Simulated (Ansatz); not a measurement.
```yaml
crystal:
  periodic: [false, false, false]
  atoms:
    - {symbol: Ge, position_ang: [-1.675274, -0.665700, -0.005184]}
    - {symbol: Al, position_ang: [0.773564, -0.288573, -0.001234]}
    - {symbol: N, position_ang: [2.454456, -0.012531, 0.000844]}
    - {symbol: H, position_ang: [-1.552746, 0.966805, 0.005573]}
basis:
  gaussian: {orbitals: def2-TZVP}
magnetization: {spin_polarized: true, initial_magnetization: 1}
hamiltonian: {xc: pbe0}
relax: {f_tol: 0.004, max_steps: 80}
```

```sh
$ ansatz run in.yaml --threads 1 --pin off --events-out ev --progress --plain --max-ram 2176MiB
```

Steps of the relaxation (energy above the last step; positions in Å, forces in eV/Å):

```
4
step 1, 193.6 meV
Ge   -1.675   -0.666   -0.005    0.189    0.325    0.002
Al    0.774   -0.289   -0.001   -2.717   -0.469   -0.004
N     2.454   -0.013    0.001    2.558    0.431    0.003
H    -1.553    0.967    0.006   -0.030   -0.287   -0.002
```

```
4
step 2, 99.7 meV
Ge   -1.673   -0.651   -0.005    0.044    0.020    0.000
Al    0.756   -0.305   -0.001   -1.606   -0.256   -0.002
N     2.475   -0.003    0.001    1.540    0.266    0.002
H    -1.558    0.959    0.006    0.023   -0.030    0.000
```

```
4
step 3, 34.3 meV
Ge   -1.694   -0.659   -0.005    0.057   -0.056    0.000
Al    0.710   -0.293   -0.002   -0.343   -0.088   -0.001
N     2.502    0.007    0.001    0.268    0.067    0.001
H    -1.517    0.945    0.005    0.019    0.077    0.001
```

```
4
step 4, 29.5 meV
Ge   -1.696   -0.659   -0.005   -0.095   -0.027    0.000
Al    0.690   -0.320   -0.002    0.065    0.028    0.000
N     2.496    0.030    0.001   -0.020    0.006    0.000
H    -1.490    0.949    0.005    0.050   -0.007    0.000
```

```
4
step 9, 0.1 meV
Ge   -1.809   -0.647   -0.005    0.006    0.032    0.000
Al    0.550   -0.447   -0.003   -0.003   -0.010    0.000
N     2.270    0.247    0.003    0.014    0.008    0.000
H    -1.010    0.847    0.005   -0.017   -0.030    0.000
```

```
4
step 10, 0.0 meV
Ge   -1.809   -0.644   -0.005   -0.001   -0.002    0.000
Al    0.552   -0.450   -0.003    0.002   -0.001    0.000
N     2.271    0.248    0.003   -0.001    0.000    0.000
H    -1.015    0.847    0.005    0.000    0.003    0.000
```

Close pairs at the end: Ge1–H4 1.689 Å, Al2–N3 1.856 Å, Al2–H4 2.034 Å, Ge1–Al2 2.369 Å.

A stationary point of unrestricted PBE0 after 10 steps, with ⟨S²⟩ = 1.575 against 0.75 for a pure state; no frequencies were run, so it isn't proven a minimum. 97 s on 1 thread of AMD EPYC 7R13, shared host.
